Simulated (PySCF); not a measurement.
Input file for PySCF: R-MP2/6-31G* on CH2O2 (SMILES O=CO).

```python
from pyscf import gto, scf, dft, mp
from pyscf.data.elements import chemcore

mol = gto.M(
    atom='''
    C    -1.88889600   -0.17969200    0.00000000
    O    -1.49328000    1.07368900    0.00000000
    O    -1.17043500   -1.16659000    0.00000000
    H    -2.97948800   -0.25882900    0.00000000
    H    -0.49883300    1.10719500    0.00000000
    ''',
    basis='6-31g*',
    cart=True,
    charge=0, spin=0, verbose=3, max_memory=1800)
mf = scf.RHF(mol)
mf.conv_tol = 1e-8
mf.max_cycle = 100
mf.kernel()
if not mf.converged:
    mf = mf.newton().run(mf.mo_coeff, mf.mo_occ)
pt = mp.MP2(mf, frozen=chemcore(mol)).run()
```

Output:

```
converged SCF energy = -188.757662151985
E(RMP2) = -189.239966736657  E_corr = -0.482304584672796
E(SCS-RMP2) = -189.22316084779  E_corr = -0.465498695805288
```

Self-consistency was reached.

Cost: roughly 0.24 core-seconds.
